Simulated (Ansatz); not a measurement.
Two isomers of C3H4ClF: A = `C/C(Cl)=C/F`, B = `C=C(Cl)CF`.

Calculated with Ansatz (gas phase, PBE0-D4/def2-TZVP geometries, no zero-point term in ΔE). CCSD(T)/CBS is the MP2 limit (def2-TZVPP, def2-QZVPP) plus CCSD(T) − MP2 in def2-TZVPP, frozen cores. This one scheme is used for every species. DFT in def2-TZVPP. B3LYP here is the variant with VWN-RPA as its local correlation; programs differ in this. One conformer a species, not always the lowest.

A:

Z-matrix (Å, degrees):
```
C
C 1 1.485
H 1 1.093 2 110.7
H 1 1.092 2 110.5 3 -120.3
H 1 1.093 2 110.7 3 119.3
Cl 2 1.723 1 116.4 3 -59.7
C 2 1.324 1 123.5 3 120.3
F 7 1.329 2 123.3 1 180.0
H 7 1.083 2 123.0 1 0.0
```

B:

Z-matrix (Å, degrees):
```
C
F 1 1.373
C 1 1.493 2 111.0
H 1 1.095 2 108.7 3 -121.1
H 1 1.095 2 108.7 3 121.1
Cl 3 1.730 1 111.5 2 -179.9
C 3 1.320 1 126.1 2 0.1
H 7 1.082 3 119.2 1 -0.0
H 7 1.081 3 121.7 1 180.0
```

(1) Which is lower in electronic energy at CCSD(T)/CBS, and by how much? (Best estimate.)

(2) Give E(B) − E(A) in kJ/mol with PBE0-D4, ωB97M-V, B3LYP, B2PLYP, CCSD/def2-TZVPP, PBE-D4, B3LYP-D4. (Best estimate.)

Largest T1 diagnostic: 0.011.

Answers

(1) Computed: A, by 2.0 kJ/mol.

(2) Computed: PBE0-D4 7.7, ωB97M-V 4.3, B3LYP 4.8, B2PLYP 3.6, CCSD/def2-TZVPP 1.2, PBE-D4 9.9, B3LYP-D4 4.8. None reverses the order clearly.

In def2-TZVPP, CCSD(T) changes the Hartree–Fock value by +5.7 kJ/mol (the triples alone add +1.0 kJ/mol) and MP2 by +6.9 kJ/mol.
